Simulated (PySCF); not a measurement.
**Peak assignment**

Molfile (atoms numbered from 1):
```
C5H10O
     RDKit          3D

 16 15  0  0  0  0  0  0  0  0999 V2000
    2.5441    0.0308    0.0507 C   0  0  0  0  0  0  0  0  0  0  0  0
    1.2007    0.0288   -0.6665 C   0  0  0  0  0  0  0  0  0  0  0  0
    0.0319    0.0515    0.3005 C   0  0  0  0  0  0  0  0  0  0  0  0
    0.1584    0.2749    1.4760 O   0  0  0  0  0  0  0  0  0  0  0  0
   -1.3102   -0.2348   -0.3468 C   0  0  0  0  0  0  0  0  0  0  0  0
   -2.4785    0.1041    0.5693 C   0  0  0  0  0  0  0  0  0  0  0  0
    2.6465   -0.8637    0.6599 H   0  0  0  0  0  0  0  0  0  0  0  0
    3.3612    0.0631   -0.6655 H   0  0  0  0  0  0  0  0  0  0  0  0
    2.6144    0.8944    0.7065 H   0  0  0  0  0  0  0  0  0  0  0  0
    1.1132    0.9165   -1.2995 H   0  0  0  0  0  0  0  0  0  0  0  0
    1.1071   -0.8432   -1.3171 H   0  0  0  0  0  0  0  0  0  0  0  0
   -1.3270   -1.3003   -0.5935 H   0  0  0  0  0  0  0  0  0  0  0  0
   -1.3785    0.3171   -1.2864 H   0  0  0  0  0  0  0  0  0  0  0  0
   -3.4215   -0.1784    0.1083 H   0  0  0  0  0  0  0  0  0  0  0  0
   -2.4946    1.1709    0.7786 H   0  0  0  0  0  0  0  0  0  0  0  0
   -2.3749   -0.4228    1.5140 H   0  0  0  0  0  0  0  0  0  0  0  0
  1  2  1  0
  2  3  1  0
  3  4  2  0
  3  5  1  0
  5  6  1  0
  1  7  1  0
  1  8  1  0
  1  9  1  0
  2 10  1  0
  2 11  1  0
  5 12  1  0
  5 13  1  0
  6 14  1  0
  6 15  1  0
  6 16  1  0
M  END
```

Computed data (PySCF 2.14): coordinates at the GFN2-xTB level, shieldings: GIAO PBE0/pcSseg-1. No solvent, non-relativistic Hamiltonian, single conformer, one averaged value for each set of equivalent atoms.

δ = σ(ref) − σ, references computed at the same level: TMS for ¹³C (σ = 186.93 ppm), ¹H (σ = 31.72 ppm).

Task: Assign these signals to the numbered atoms. ¹³C{¹H} NMR (computed): δ 215.4 (C), 39.7 (CH2), 9.5 (CH3).

Result: 
```tsv
δ (ppm)	atoms	environment	reason
215.4	C3	ketone carbonyl carbon	the double bond to the heteroatom, with no lone-pair donor beside it, deshields it most
39.7	C2/C5	sp3 CH2 α to a carbonyl	α to the electron-withdrawing carbonyl group
9.5	C1/C6	methyl carbon	aliphatic region, no heteroatom directly attached
```

Task: Assign these signals to the numbered atoms. ¹H NMR (400 MHz, computed): δ 2.35 (q, 4H), 1.10 (t, 6H).

Result: 
| δ (ppm) | atoms | environment | reason |
| --- | --- | --- | --- |
| 2.35 | H10/H11/H12/H13 | hydrogen on an sp3 CH2 α to a carbonyl | α to C=O |
| 1.10 | H7/H8/H9/H14/H15/H16 | hydrogen on a methyl carbon | – |

Shifts are as computed. Against solution values, carbons near 30 ppm lie about +3 ppm off and those near 130 ppm about +5 ppm. Of 1211 compounds with measured shifts, 218 miss one by over three times the rms of a fit or turn the order of signals round; such compounds aren't used in these exercises. Multiplicities follow the n + 1 count of equivalent neighbours, as no J values were calculated; m marks all less simple cases, F and P coupling included.
